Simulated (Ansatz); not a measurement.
**CH2FN: taking an electron away**

Aim: the vertical ionisation energy of CH2FN, as cation minus neutral at the neutral's geometry, on several levels, and how well −ε(HOMO) stands in for it.

The runs use Ansatz 0.2.0, Gaussian basis; unrestricted cation, the program's frozen cores in correlated methods.

Plan: UKS PBE-D4/def2-TZVPP; UKS r2SCAN-D4/def2-TZVPP; UKS PBE0-D4/def2-TZVPP; UKS B3LYP-D4/def2-TZVPP; UKS wB97X-V/def2-TZVPP; UKS wB97M-V/def2-TZVPP; UKS B2PLYP/def2-TZVPP; UHF-CCSD(T)/def2-TZVPP; UHF-MP2/def2-QZVPP; extrapolation to the limit; then −ε(HOMO) from the neutral's earlier runs with LDA (SPW92), PBE-D4, revPBE-D4, BLYP-D4, r2SCAN-D4, B97M-V, PBE0-D4, B3LYP-D4, r2SCANh-D4, r2SCAN0-D4, HSE06-D4, BHLYP-D4, CAM-B3LYP-D4, LC-ωPBE, ωB97X-V, ωB97M-V.

### 1 Structure used throughout

All runs share one geometry, relaxed beforehand with PBE0-D4 in a triple-zeta def2 set.

SMILES `N=CF`, 5 atoms, charge 0, spin multiplicity 1.

Atoms are counted from 1 here; the program's logs count them from 0.

Bond lengths: N1–C2 1.242 Å, N1–H4 1.016 Å, C2–F3 1.329 Å, C2–H5 1.092 Å. Angles: C2–N1–H4 110.6°, N1–C2–F3 120.0°, N1–C2–H5 129.8°, F3–C2–H5 110.2°.

### 2 Cation, UKS PBE-D4/def2-TZVPP

Input file in.yaml:

```yaml
crystal:
  periodic: [false, false, false]
  atoms:
    - {symbol: N, position_ang: [-0.719915, -0.454394, -0.439799]}
    - {symbol: C, position_ang: [0.296468, -0.034526, 0.137289]}
    - {symbol: F, position_ang: [1.242446, -0.884843, 0.520813]}
    - {symbol: H, position_ang: [-1.343939, 0.314087, -0.667296]}
    - {symbol: H, position_ang: [0.574840, 0.985975, 0.407593]}
basis:
  gaussian: {orbitals: def2-TZVPP}
total_charge: 1
magnetization: {spin_polarized: true, initial_magnetization: 1}
hamiltonian: {xc: pbe, dispersion: d4}
```

Command:

```
ansatz run in.yaml --threads 2 --pin off --events-out ev --progress --plain --max-ram 4352MiB
```

The runs that follow: Cation, UKS r2SCAN-D4/def2-TZVPP; Cation, UKS PBE0-D4/def2-TZVPP; Cation, UKS B3LYP-D4/def2-TZVPP; Cation, UKS wB97X-V/def2-TZVPP; Cation, UKS wB97M-V/def2-TZVPP; Cation, UKS B2PLYP (frozen core)/def2-TZVPP; Cation, UHF-CCSD(T)/def2-TZVPP; Cation, UHF-MP2/def2-QZVPP.

Q: Predict the results of all the runs planned. Wanted: ionisation energy, CCSD(T)/CBS; nearest functional by difference; nearest −ε(HOMO); −ε(HOMO) of PBE; T1 of the cation.

**Answer**, as computed:

```
                        quantity                value
  ionisation energy, CCSD(T)/CBS             11.81 eV
nearest functional by difference  B3LYP-D4 (-0.15 eV)
                nearest −ε(HOMO)   LC-ωPBE (-0.11 eV)
                 −ε(HOMO) of PBE              7.18 eV
                T1 of the cation                0.027
```

By cation minus neutral, the functionals miss by 0.38 eV at most. The PBE orbital energy is 4.6 eV too small: a semilocal HOMO is no ionisation energy. Among orbital estimates LC-ωPBE comes nearest. Hartree-Fock falls 1.53 eV short, as the neutral has more correlation energy than the cation.
